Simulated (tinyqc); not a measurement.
Inside a calculation (part 1 of 2). Method: CCSD on RHF in the sto-3g basis, frozen core, for NH3, spin multiplicity 1. Computed by tinyqc, a small Python program that keeps every step (integrals from PySCF). Settings: charge = 0, multiplicity = 1, basis = sto-3g, method = RHF, frozen orbitals = 1, energy threshold = 1e-10, iteration cap = 76, orthogonalisation = symmetric, start = Wolfsberg-Helmholz matrix, DIIS depth = 6, amplitude equations = CCSD, DIIS depth for amplitudes = 6, cap on updates = 76. Command: `OMP_NUM_THREADS=1 python tinyqc.py 22239 22240 out.jsonl` (the two numbers bound the seeds that draw the settings). One thread of a shared host (Intel(R) Xeon(R) Processor @ 2.60GHz), about 0.3 s of CPU time with the checks. The early iterations of the SCF are left out here.

## One-electron integrals

Geometry (angstrom):
```
atom,x,y,z
N,0.000000,0.000000,0.434000
H,1.064000,0.000000,0.000000
H,-0.532000,0.921000,0.000000
H,-0.532000,-0.921000,0.000000
```

Basis sto-3g: exponents (1/bohr^2) and contraction coefficients of normalised primitives:
```
element,l (shell),exponent,coefficient
N,s (1),99.106169,0.154329
N,s (1),18.052312,0.535328
N,s (1),4.885660,0.444635
N,s (2),3.780456,-0.099967
N,s (2),0.878497,0.399513
N,s (2),0.285714,0.700115
N,p (3),3.780456,0.155916
N,p (3),0.878497,0.607684
N,p (3),0.285714,0.391957
H,s (1),3.425251,0.154329
H,s (1),0.623914,0.535328
H,s (1),0.168855,0.444635
```

Overlap, kinetic and nuclear-attraction integrals over the contracted functions; the nuclear repulsion is the sum of Za Zb / Rab.

nuclear repulsion = 10.53439770 hartree

overlap S:
```
,1N 1s,1N 2s,1N 2px,1N 2py,1N 2pz,2H 1s,3H 1s,4H 1s
1N 1s,1.000000,0.235038,0.000000,0.000000,0.000000,0.042254,0.042290,0.042290
1N 2s,0.235038,1.000000,0.000000,0.000000,0.000000,0.413197,0.413402,0.413402
1N 2px,0.000000,0.000000,1.000000,0.000000,0.000000,0.360369,-0.180306,-0.180306
1N 2py,0.000000,0.000000,0.000000,1.000000,0.000000,0.000000,0.312146,-0.312146
1N 2pz,0.000000,0.000000,0.000000,0.000000,1.000000,-0.146993,-0.147091,-0.147091
2H 1s,0.042254,0.413197,0.360369,0.000000,-0.146993,1.000000,0.153500,0.153500
3H 1s,0.042290,0.413402,-0.180306,0.312146,-0.147091,0.153500,1.000000,0.153663
4H 1s,0.042290,0.413402,-0.180306,-0.312146,-0.147091,0.153500,0.153663,1.000000
```

kinetic energy T (hartree):
```
,1N 1s,1N 2s,1N 2px,1N 2py,1N 2pz,2H 1s,3H 1s,4H 1s
1N 1s,21.990753,-0.128416,0.000000,0.000000,0.000000,-0.010294,-0.010291,-0.010291
1N 2s,-0.128416,0.606994,0.000000,0.000000,0.000000,0.074633,0.074742,0.074742
1N 2px,0.000000,0.000000,1.899358,0.000000,0.000000,0.181726,-0.090987,-0.090987
1N 2py,0.000000,0.000000,0.000000,1.899358,0.000000,0.000000,0.157517,-0.157517
1N 2pz,0.000000,0.000000,0.000000,0.000000,1.899358,-0.074125,-0.074226,-0.074226
2H 1s,-0.010294,0.074633,0.181726,0.000000,-0.074125,0.760032,-0.007313,-0.007313
3H 1s,-0.010291,0.074742,-0.090987,0.157517,-0.074226,-0.007313,0.760032,-0.007297
4H 1s,-0.010291,0.074742,-0.090987,-0.157517,-0.074226,-0.007313,-0.007297,0.760032
```

nuclear attraction V (hartree):
```
,1N 1s,1N 2s,1N 2px,1N 2py,1N 2pz,2H 1s,3H 1s,4H 1s
1N 1s,-47.567786,-5.757727,0.000011,0.000000,0.013930,-1.056907,-1.057816,-1.057816
1N 2s,-5.757727,-8.231871,0.000116,0.000000,0.167924,-2.723376,-2.725052,-2.725052
1N 2px,0.000011,0.000116,-8.204166,0.000000,-0.000047,-2.142045,1.071940,1.071940
1N 2py,0.000000,0.000000,0.000000,-8.204157,0.000000,0.000000,-1.855683,1.855683
1N 2pz,0.013930,0.167924,-0.000047,0.000000,-8.119193,0.915972,0.916717,0.916717
2H 1s,-1.056907,-2.723376,-2.142045,0.000000,0.915972,-4.969036,-0.841799,-0.841799
3H 1s,-1.057816,-2.725052,1.071940,-1.855683,0.916717,-0.841799,-4.970059,-0.842712
4H 1s,-1.057816,-2.725052,1.071940,1.855683,0.916717,-0.841799,-0.842712,-4.970059
```

core Hamiltonian H = T + V (hartree):
```
,1N 1s,1N 2s,1N 2px,1N 2py,1N 2pz,2H 1s,3H 1s,4H 1s
1N 1s,-25.577033,-5.886143,0.000011,0.000000,0.013930,-1.067201,-1.068108,-1.068108
1N 2s,-5.886143,-7.624877,0.000116,0.000000,0.167924,-2.648742,-2.650310,-2.650310
1N 2px,0.000011,0.000116,-6.304808,0.000000,-0.000047,-1.960319,0.980953,0.980953
1N 2py,0.000000,0.000000,0.000000,-6.304799,0.000000,0.000000,-1.698166,1.698166
1N 2pz,0.013930,0.167924,-0.000047,0.000000,-6.219835,0.841847,0.842490,0.842490
2H 1s,-1.067201,-2.648742,-1.960319,0.000000,0.841847,-4.209004,-0.849113,-0.849113
3H 1s,-1.068108,-2.650310,0.980953,-1.698166,0.842490,-0.849113,-4.210027,-0.850009
4H 1s,-1.068108,-2.650310,0.980953,1.698166,0.842490,-0.849113,-0.850009,-4.210027
```

## Two-electron integrals

Functions are numbered as in S; the eight-fold symmetry (ij|kl) = (ji|kl) = (kl|ij) leaves the list below.

Two-electron integrals (ij|kl) in chemists' order, unique and non-zero (hartree):
```
i,j,k,l,(ij|kl)
1,1,1,1,4.166630
2,1,1,1,0.640849
2,1,2,1,0.117461
2,2,1,1,0.969864
2,2,2,1,0.220936
2,2,2,2,0.708245
3,1,3,1,0.020960
3,2,3,1,0.032452
3,2,3,2,0.156449
3,3,1,1,0.967124
3,3,2,1,0.220977
3,3,2,2,0.708086
3,3,3,3,0.762805
4,1,4,1,0.020960
4,2,4,1,0.032452
4,2,4,2,0.156449
4,3,4,3,0.041119
4,4,1,1,0.967124
4,4,2,1,0.220977
4,4,2,2,0.708086
4,4,3,3,0.680568
4,4,4,4,0.762805
5,1,5,1,0.020960
5,2,5,1,0.032452
5,2,5,2,0.156449
5,3,5,3,0.041119
5,4,5,4,0.041119
5,5,1,1,0.967124
5,5,2,1,0.220977
5,5,2,2,0.708086
5,5,3,3,0.680568
5,5,4,4,0.680568
5,5,5,5,0.762805
6,1,1,1,0.116412
6,1,2,1,0.021185
6,1,2,2,0.039684
6,1,3,1,0.001021
6,1,3,2,0.001928
6,1,3,3,0.039847
6,1,4,4,0.039583
6,1,5,1,-0.000417
6,1,5,2,-0.000786
6,1,5,3,-0.000108
6,1,5,5,0.039627
6,1,6,1,0.003884
6,2,1,1,0.297630
6,2,2,1,0.068701
6,2,2,2,0.244914
6,2,3,1,0.005330
6,2,3,2,0.041370
6,2,3,3,0.252787
6,2,4,4,0.239777
6,2,5,1,-0.002174
6,2,5,2,-0.016875
6,2,5,3,-0.005307
6,2,5,5,0.241941
6,2,6,1,0.012755
6,2,6,2,0.109920
6,3,1,1,0.222443
6,3,2,1,0.051972
6,3,2,2,0.197206
6,3,3,1,0.010338
6,3,3,2,0.071164
6,3,3,3,0.214117
6,3,4,4,0.187821
6,3,5,1,-0.001431
6,3,5,2,-0.012671
6,3,5,3,-0.007370
6,3,5,5,0.189458
6,3,6,1,0.010055
6,3,6,2,0.106273
6,3,6,3,0.115301
6,4,4,1,0.006830
6,4,4,2,0.040101
6,4,4,3,0.008227
6,4,5,4,-0.003356
6,4,6,4,0.014143
6,5,1,1,-0.090733
6,5,2,1,-0.021199
6,5,2,2,-0.080439
6,5,3,1,-0.001431
6,5,3,2,-0.012671
6,5,3,3,-0.080625
6,5,4,4,-0.076611
6,5,5,1,0.007413
6,5,5,2,0.045269
6,5,5,3,0.009865
6,5,5,5,-0.083991
6,5,6,1,-0.004101
6,5,6,2,-0.043348
6,5,6,3,-0.041261
6,5,6,5,0.030974
6,6,1,1,0.452257
6,6,2,1,0.106052
6,6,2,2,0.433092
6,6,3,1,0.010126
6,6,3,2,0.108370
6,6,3,3,0.464168
6,6,4,4,0.413013
6,6,5,1,-0.004130
6,6,5,2,-0.044203
6,6,5,3,-0.020866
6,6,5,5,0.421524
6,6,6,1,0.019878
6,6,6,2,0.249753
6,6,6,3,0.270303
6,6,6,5,-0.110255
6,6,6,6,0.774606
7,1,1,1,0.116511
7,1,2,1,0.021204
7,1,2,2,0.039718
7,1,3,1,-0.000511
7,1,3,2,-0.000965
7,1,3,3,0.039683
7,1,4,1,0.000885
7,1,4,2,0.001671
7,1,4,3,-0.000115
7,1,4,4,0.039815
7,1,5,1,-0.000417
7,1,5,2,-0.000787
7,1,5,3,0.000054
7,1,5,4,-0.000093
7,1,5,5,0.039661
7,1,6,1,0.003808
7,1,6,2,0.012237
7,1,6,3,0.009055
7,1,6,4,0.000348
7,1,6,5,-0.003940
7,1,6,6,0.018845
7,1,7,1,0.003891
7,2,1,1,0.297814
7,2,2,1,0.068743
7,2,2,2,0.245056
7,2,3,1,-0.002667
7,2,3,2,-0.020702
7,2,3,3,0.243173
7,2,4,1,0.004618
7,2,4,2,0.035840
7,2,4,3,-0.005637
7,2,4,4,0.249676
7,2,5,1,-0.002176
7,2,5,2,-0.016889
7,2,5,3,0.002656
7,2,5,4,-0.004599
7,2,5,5,0.242083
7,2,6,1,0.012234
7,2,6,2,0.083489
7,2,6,3,0.062366
7,2,6,4,0.009301
7,2,6,5,-0.032013
7,2,6,6,0.150629
7,2,7,1,0.012774
7,2,7,2,0.110037
7,3,1,1,-0.111312
7,3,2,1,-0.026007
7,3,2,2,-0.098680
7,3,3,1,0.007713
7,3,3,2,0.047902
7,3,3,3,-0.103450
7,3,4,1,-0.001520
7,3,4,2,-0.013458
7,3,4,3,0.009261
7,3,4,4,-0.097675
7,3,5,1,0.000716
7,3,5,2,0.006342
7,3,5,3,-0.004364
7,3,5,4,0.001740
7,3,5,5,-0.094803
7,3,6,1,-0.004226
7,3,6,2,-0.023133
7,3,6,3,-0.007699
7,3,6,4,-0.001938
7,3,6,5,0.008684
7,3,6,6,-0.032703
7,3,7,1,-0.005036
7,3,7,2,-0.053203
7,3,7,3,0.039487
7,4,1,1,0.192705
7,4,2,1,0.045024
7,4,2,2,0.170835
7,4,3,1,-0.001520
7,4,3,2,-0.013458
7,4,3,3,0.164837
7,4,4,1,0.009467
7,4,4,2,0.063427
7,4,4,3,-0.007809
7,4,4,4,0.183352
7,4,5,1,-0.001240
7,4,5,2,-0.010979
7,4,5,3,0.001740
7,4,5,4,-0.006371
7,4,5,5,0.164124
7,4,6,1,0.008012
7,4,6,2,0.058646
7,4,6,3,0.043536
7,4,6,4,0.016326
7,4,6,5,-0.022066
7,4,6,6,0.106625
7,4,7,1,0.008718
7,4,7,2,0.092106
7,4,7,3,-0.043845
7,4,7,4,0.090065
7,5,1,1,-0.090808
7,5,2,1,-0.021216
7,5,2,2,-0.080502
7,5,3,1,0.000716
7,5,3,2,0.006342
7,5,3,3,-0.077676
7,5,4,1,-0.001240
7,5,4,2,-0.010979
7,5,4,3,0.001740
7,5,4,4,-0.079683
7,5,5,1,0.007419
7,5,5,2,0.045301
7,5,5,3,-0.004937
7,5,5,4,0.008547
7,5,5,5,-0.084057
7,5,6,1,-0.003940
7,5,6,2,-0.032018
7,5,6,3,-0.023459
7,5,6,4,-0.003517
7,5,6,5,0.022287
7,5,6,6,-0.062028
7,5,7,1,-0.004108
7,5,7,2,-0.043403
7,5,7,3,0.020661
7,5,7,4,-0.035768
7,5,7,5,0.031015
7,6,1,1,0.087558
7,6,2,1,0.020361
7,6,2,2,0.077625
7,6,3,1,0.000623
7,6,3,2,0.005551
7,6,3,3,0.077572
7,6,4,1,0.001080
7,6,4,2,0.009613
7,6,4,3,0.000329
7,6,4,4,0.077951
7,6,5,1,-0.001018
7,6,5,2,-0.009059
7,6,5,3,-0.001067
7,6,5,4,-0.001848
7,6,5,5,0.077267
7,6,6,1,0.003727
7,6,6,2,0.033258
7,6,6,3,0.029817
7,6,6,4,0.003363
7,6,6,5,-0.014539
7,6,6,6,0.074937
7,6,7,1,0.003730
7,6,7,2,0.033274
7,6,7,3,-0.012004
7,6,7,4,0.027509
7,6,7,5,-0.014548
7,6,7,6,0.012481
7,7,1,1,0.452387
7,7,2,1,0.106082
7,7,2,2,0.433195
7,7,3,1,-0.005067
7,7,3,2,-0.054219
7,7,3,3,0.425911
7,7,4,1,0.008772
7,7,4,2,0.093865
7,7,4,3,-0.022161
7,7,4,4,0.451475
7,7,5,1,-0.004133
7,7,5,2,-0.044232
7,7,5,3,0.010443
7,7,5,4,-0.018079
7,7,5,5,0.421629
7,7,6,1,0.018835
7,7,6,2,0.150576
7,7,6,3,0.108670
7,7,6,4,0.025004
7,7,6,5,-0.061999
7,7,6,6,0.285453
7,7,7,1,0.019901
7,7,7,2,0.249908
7,7,7,3,-0.135263
7,7,7,4,0.234168
7,7,7,5,-0.110346
7,7,7,6,0.074937
7,7,7,7,0.774606
8,1,1,1,0.116511
8,1,2,1,0.021204
8,1,2,2,0.039718
8,1,3,1,-0.000511
8,1,3,2,-0.000965
8,1,3,3,0.039683
8,1,4,1,-0.000885
8,1,4,2,-0.001671
8,1,4,3,0.000115
8,1,4,4,0.039815
8,1,5,1,-0.000417
8,1,5,2,-0.000787
8,1,5,3,0.000054
8,1,5,4,0.000093
8,1,5,5,0.039661
8,1,6,1,0.003808
8,1,6,2,0.012237
8,1,6,3,0.009055
8,1,6,4,-0.000348
8,1,6,5,-0.003940
8,1,6,6,0.018845
8,1,7,1,0.003811
8,1,7,2,0.012244
8,1,7,3,-0.004833
8,1,7,4,0.007671
8,1,7,5,-0.003943
8,1,7,6,0.003608
8,1,7,7,0.018851
8,1,8,1,0.003891
8,2,1,1,0.297814
8,2,2,1,0.068743
8,2,2,2,0.245056
8,2,3,1,-0.002667
8,2,3,2,-0.020702
8,2,3,3,0.243173
8,2,4,1,-0.004618
8,2,4,2,-0.035840
8,2,4,3,0.005637
8,2,4,4,0.249676
8,2,5,1,-0.002176
8,2,5,2,-0.016889
8,2,5,3,0.002656
8,2,5,4,0.004599
8,2,5,5,0.242083
8,2,6,1,0.012234
8,2,6,2,0.083489
8,2,6,3,0.062366
8,2,6,4,-0.009301
8,2,6,5,-0.032013
8,2,6,6,0.150629
8,2,7,1,0.012244
8,2,7,2,0.083544
8,2,7,3,-0.039274
8,2,7,4,0.049376
8,2,7,5,-0.032040
8,2,7,6,0.026283
8,2,7,7,0.150680
8,2,8,1,0.012774
8,2,8,2,0.110037
8,3,1,1,-0.111312
8,3,2,1,-0.026007
8,3,2,2,-0.098680
8,3,3,1,0.007713
8,3,3,2,0.047902
8,3,3,3,-0.103450
8,3,4,1,0.001520
8,3,4,2,0.013458
8,3,4,3,-0.009261
8,3,4,4,-0.097675
8,3,5,1,0.000716
8,3,5,2,0.006342
8,3,5,3,-0.004364
8,3,5,4,-0.001740
8,3,5,5,-0.094803
8,3,6,1,-0.004226
8,3,6,2,-0.023133
8,3,6,3,-0.007699
8,3,6,4,0.001938
8,3,6,5,0.008684
8,3,6,6,-0.032703
8,3,7,1,-0.004833
8,3,7,2,-0.039274
8,3,7,3,0.028369
8,3,7,4,-0.022756
8,3,7,5,0.014790
8,3,7,6,-0.009349
8,3,7,7,-0.076065
8,3,8,1,-0.005036
8,3,8,2,-0.053203
8,3,8,3,0.039487
8,4,1,1,-0.192705
8,4,2,1,-0.045024
8,4,2,2,-0.170835
8,4,3,1,0.001520
8,4,3,2,0.013458
8,4,3,3,-0.164837
8,4,4,1,0.009467
8,4,4,2,0.063427
8,4,4,3,-0.007809
8,4,4,4,-0.183352
8,4,5,1,0.001240
8,4,5,2,0.010979
8,4,5,3,-0.001740
8,4,5,4,-0.006371
8,4,5,5,-0.164124
8,4,6,1,-0.008012
8,4,6,2,-0.058646
8,4,6,3,-0.043536
8,4,6,4,0.016326
8,4,6,5,0.022066
8,4,6,6,-0.106625
8,4,7,1,-0.007671
8,4,7,2,-0.049376
8,4,7,3,0.022756
8,4,7,4,-0.019699
8,4,7,5,0.018564
8,4,7,6,-0.016184
8,4,7,7,-0.081633
8,4,8,1,-0.008718
8,4,8,2,-0.092106
8,4,8,3,0.043845
8,4,8,4,0.090065
8,5,1,1,-0.090808
8,5,2,1,-0.021216
8,5,2,2,-0.080502
8,5,3,1,0.000716
8,5,3,2,0.006342
8,5,3,3,-0.077676
8,5,4,1,0.001240
8,5,4,2,0.010979
8,5,4,3,-0.001740
8,5,4,4,-0.079683
8,5,5,1,0.007419
8,5,5,2,0.045301
8,5,5,3,-0.004937
8,5,5,4,-0.008547
8,5,5,5,-0.084057
8,5,6,1,-0.003940
8,5,6,2,-0.032018
8,5,6,3,-0.023459
8,5,6,4,0.003517
8,5,6,5,0.022287
8,5,6,6,-0.062028
8,5,7,1,-0.003943
8,5,7,2,-0.032040
8,5,7,3,0.014790
8,5,7,4,-0.018564
8,5,7,5,0.022305
8,5,7,6,-0.011148
8,5,7,7,-0.062053
8,5,8,1,-0.004108
8,5,8,2,-0.043403
8,5,8,3,0.020661
8,5,8,4,0.035768
8,5,8,5,0.031015
8,6,1,1,0.087558
8,6,2,1,0.020361
8,6,2,2,0.077625
8,6,3,1,0.000623
8,6,3,2,0.005551
8,6,3,3,0.077572
8,6,4,1,-0.001080
8,6,4,2,-0.009613
8,6,4,3,-0.000329
8,6,4,4,0.077951
8,6,5,1,-0.001018
8,6,5,2,-0.009059
8,6,5,3,-0.001067
8,6,5,4,0.001848
8,6,5,5,0.077267
8,6,6,1,0.003727
8,6,6,2,0.033258
8,6,6,3,0.029817
8,6,6,4,-0.003363
8,6,6,5,-0.014539
8,6,6,6,0.074937
8,6,7,1,0.003608
8,6,7,2,0.026283
8,6,7,3,-0.009349
8,6,7,4,0.016184
8,6,7,5,-0.011148
8,6,7,6,0.010078
8,6,7,7,0.048387
8,6,8,1,0.003730
8,6,8,2,0.033274
8,6,8,3,-0.012004
8,6,8,4,-0.027509
8,6,8,5,-0.014548
8,6,8,6,0.012481
8,7,1,1,0.087650
8,7,2,1,0.020382
8,7,2,2,0.077707
8,7,3,1,-0.001249
8,7,3,2,-0.011117
8,7,3,3,0.078226
8,7,4,4,0.077463
8,7,5,1,-0.001019
8,7,5,2,-0.009069
8,7,5,3,0.002137
8,7,5,5,0.077349
8,7,6,1,0.003609
8,7,6,2,0.026294
8,7,6,3,0.018702
8,7,6,5,-0.011151
8,7,6,6,0.048424
8,7,7,1,0.003734
8,7,7,2,0.033313
8,7,7,3,-0.017855
8,7,7,4,0.024172
8,7,7,5,-0.014566
8,7,7,6,0.010088
8,7,7,7,0.075030
8,7,8,1,0.003734
8,7,8,2,0.033313
8,7,8,3,-0.017855
8,7,8,4,-0.024172
8,7,8,5,-0.014566
8,7,8,6,0.010088
8,7,8,7,0.012509
8,8,1,1,0.452387
8,8,2,1,0.106082
8,8,2,2,0.433195
8,8,3,1,-0.005067
8,8,3,2,-0.054219
8,8,3,3,0.425911
8,8,4,1,-0.008772
8,8,4,2,-0.093865
8,8,4,3,0.022161
8,8,4,4,0.451475
8,8,5,1,-0.004133
8,8,5,2,-0.044232
8,8,5,3,0.010443
8,8,5,4,0.018079
8,8,5,5,0.421629
8,8,6,1,0.018835
8,8,6,2,0.150576
8,8,6,3,0.108670
8,8,6,4,-0.025004
8,8,6,5,-0.061999
8,8,6,6,0.285453
8,8,7,1,0.018851
8,8,7,2,0.150680
8,8,7,3,-0.076065
8,8,7,4,0.081633
8,8,7,5,-0.062053
8,8,7,6,0.048387
8,8,7,7,0.285553
8,8,8,1,0.019901
8,8,8,2,0.249908
8,8,8,3,-0.135263
8,8,8,4,-0.234168
8,8,8,5,-0.110346
8,8,8,6,0.074937
8,8,8,7,0.075030
8,8,8,8,0.774606
```

## Orthogonalisation

S = U s U^T; symmetric (Loewdin) form X = U s^(-1/2) U^T, so that X^T S X = 1.

eigenvalues of S: 0.352820  0.475091  0.475201  0.916454  1.068374  1.371245  1.371354  1.969460

X:
```
,1N 1s,1N 2s,1N 2px,1N 2py,1N 2pz,2H 1s,3H 1s,4H 1s
1N 1s,1.024534,-0.146630,0.000008,0.000000,0.008617,0.020654,0.020662,0.020662
1N 2s,-0.146630,1.267069,-0.000105,0.000000,-0.085409,-0.247336,-0.247530,-0.247530
1N 2px,0.000008,-0.000105,1.101204,0.000000,0.000041,-0.239944,0.120068,0.120068
1N 2py,0.000000,0.000000,0.000000,1.101221,0.000000,0.000000,-0.207891,0.207891
1N 2pz,0.008617,-0.085409,0.000041,0.000000,1.029720,0.086354,0.086440,0.086440
2H 1s,0.020654,-0.247336,-0.239944,0.000000,0.086354,1.164467,-0.038861,-0.038861
3H 1s,0.020662,-0.247530,0.120068,-0.207891,0.086440,-0.038861,1.164657,-0.038904
4H 1s,0.020662,-0.247530,0.120068,0.207891,0.086440,-0.038861,-0.038904,1.164657
```

## Iteration 8 (converged): orbitals

converged F (hartree):
```
,1N 1s,1N 2s,1N 2px,1N 2py,1N 2pz,2H 1s,3H 1s,4H 1s
1N 1s,-15.311272,-3.891053,0.000005,0.000000,0.023720,-0.712564,-0.713165,-0.713165
1N 2s,-3.891053,-1.874740,0.000095,0.000000,0.076539,-0.708238,-0.708636,-0.708636
1N 2px,0.000005,0.000095,-0.225283,0.000000,-0.000061,-0.402674,0.201457,0.201457
1N 2py,0.000000,0.000000,0.000000,-0.225341,0.000000,0.000000,-0.348774,0.348774
1N 2pz,0.023720,0.076539,-0.000061,0.000000,-0.292965,0.198160,0.198259,0.198259
2H 1s,-0.712564,-0.708238,-0.402674,0.000000,0.198160,-0.401911,-0.215424,-0.215424
3H 1s,-0.713165,-0.708636,0.201457,-0.348774,0.198259,-0.215424,-0.402221,-0.215644
4H 1s,-0.713165,-0.708636,0.201457,0.348774,0.198259,-0.215424,-0.215644,-0.402221
```

Diagonalise F' = X^T F X, C = X C', fill 5 alpha and 5 beta electrons from the bottom; D = 2 C_occ C_occ^T. Each column has its largest component positive (the first on a tie).

F' = X^T F X (hartree):
```
,1,2,3,4,5,6,7,8
1,-15.021332,-2.060010,0.000011,0.000000,0.047134,-0.079754,-0.079917,-0.079917
2,-2.060010,-0.861508,-0.000065,0.000000,-0.094860,-0.385190,-0.385429,-0.385429
3,0.000011,-0.000065,0.030023,0.000000,0.000018,-0.454986,0.227607,0.227607
4,0.000000,0.000000,0.000000,0.029989,0.000000,0.000000,-0.394136,0.394136
5,0.047134,-0.094860,0.000018,0.000000,-0.217410,0.175894,0.175999,0.175999
6,-0.079754,-0.385190,-0.454986,0.000000,0.175894,0.010813,-0.048371,-0.048371
7,-0.079917,-0.385429,0.227607,-0.394136,0.175999,-0.048371,0.010897,-0.048424
8,-0.079917,-0.385429,0.227607,0.394136,0.175999,-0.048371,-0.048424,0.010897
```

orbital energies (hartree): MO1 -15.318548, MO2 -1.021773, MO3 -0.512931, MO4 -0.512917, MO5 -0.340161, MO6 0.494323, MO7 0.602133, MO8 0.602240

coefficients C:
```
,MO1,MO2,MO3,MO4,MO5,MO6,MO7,MO8
1N 1s,0.993812,-0.221861,0.000000,-0.000063,-0.090252,-0.165815,0.000316,0.000000
1N 2s,0.028120,0.780277,0.000000,0.000321,0.450688,1.002612,-0.002048,0.000000
1N 2px,-0.000003,-0.000103,0.000000,0.583673,-0.000143,0.001612,0.978969,0.000000
1N 2py,0.000000,0.000000,0.583717,0.000000,0.000000,0.000000,0.000000,0.978979
1N 2pz,-0.003875,-0.106075,0.000000,0.000153,0.869025,-0.568876,0.001099,0.000000
2H 1s,-0.005269,0.158706,0.000000,0.513716,-0.165146,-0.642074,-0.870049,0.000000
3H 1s,-0.005273,0.158831,0.444892,-0.256841,-0.164955,-0.639901,0.436863,-0.754698
4H 1s,-0.005273,0.158831,-0.444892,-0.256841,-0.164955,-0.639901,0.436863,0.754698
```

D after iteration 8:
```
,1N 1s,1N 2s,1N 2px,1N 2py,1N 2pz,2H 1s,3H 1s,4H 1s
1N 1s,2.090061,-0.371684,-0.000007,0.000000,-0.117495,-0.051150,-0.051150,-0.051150
1N 2s,-0.371684,1.625484,0.000084,0.000000,0.617564,0.098845,0.098717,0.098717
1N 2px,-0.000007,0.000084,0.681348,0.000000,-0.000049,0.599698,-0.299808,-0.299808
1N 2py,0.000000,0.000000,0.000000,0.681450,0.000000,0.000000,0.519382,-0.519382
1N 2pz,-0.117495,0.617564,-0.000049,0.000000,1.532942,-0.320504,-0.320434,-0.320434
2H 1s,-0.051150,0.098845,0.599698,0.000000,-0.320504,0.632786,-0.158933,-0.158933
3H 1s,-0.051150,0.098717,-0.299808,0.519382,-0.320434,-0.158933,0.632724,-0.158992
4H 1s,-0.051150,0.098717,-0.299808,-0.519382,-0.320434,-0.158933,-0.158992,0.632724
```

Within a degenerate level the vectors are fixed only up to a rotation; this is one choice.

## Convergence

Stop when the energy changes by less than 1e-10 hartree and every element of the error matrix X^T (F D S - S D F) X is below 3e-06.

Course of the cycle:
```
iteration,E (hartree),change,largest element of the error matrix
1,-55.03990771,-,4.71e-01
2,-55.39446834,-3.55e-01,1.23e-01
3,-55.41771886,-2.33e-02,3.12e-02
4,-55.42030548,-2.59e-03,8.87e-03
5,-55.42049592,-1.90e-04,1.97e-03
6,-55.42051129,-1.54e-05,4.50e-05
7,-55.42051129,-6.15e-09,6.69e-07
8,-55.42051129,-7.11e-13,7.57e-08
```

PySCF RHF in the same basis = -55.42051129 hartree

Converged in 8 iterations.
